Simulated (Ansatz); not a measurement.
H$_{2}$Si, SMILES `[SiH2]`, relaxed with RKS PBE0-D4/def2-TZVP in Ansatz from a GFN2-xTB geometry. The force threshold is 0.005 eV/Å; the program also tests the step.

Charge 0, multiplicity 1.

Start:

```xyz
3

Si   -0.164   -0.423    0.033
H     0.266    0.239    1.240
H    -0.102    0.183   -1.274
```

```json
{"step": "1", "energy (eV)": "-7903.8184", "largest force (eV/Å)": "2.674", "largest move (Å)": "0.000"}
{"step": "2", "energy (eV)": "-7904.4901", "largest force (eV/Å)": "0.447", "largest move (Å)": "0.195"}
{"step": "3", "energy (eV)": "-7904.5247", "largest force (eV/Å)": "0.291", "largest move (Å)": "0.031"}
{"step": "4", "energy (eV)": "-7904.5475", "largest force (eV/Å)": "0.049", "largest move (Å)": "0.060"}
{"step": "5", "energy (eV)": "-7904.5476", "largest force (eV/Å)": "0.006", "largest move (Å)": "0.003"}
{"step": "6", "energy (eV)": "-7904.5477", "largest force (eV/Å)": "0.003", "largest move (Å)": "0.001"}
```

End:

```xyz
3

Si   -0.257   -0.662    0.052
H     0.286    0.355    1.052
H    -0.030    0.307   -1.104
```

Hardware: 2 threads of a server CPU on a shared host. Wall time 1.3 s, peak host memory 0.12 GiB.
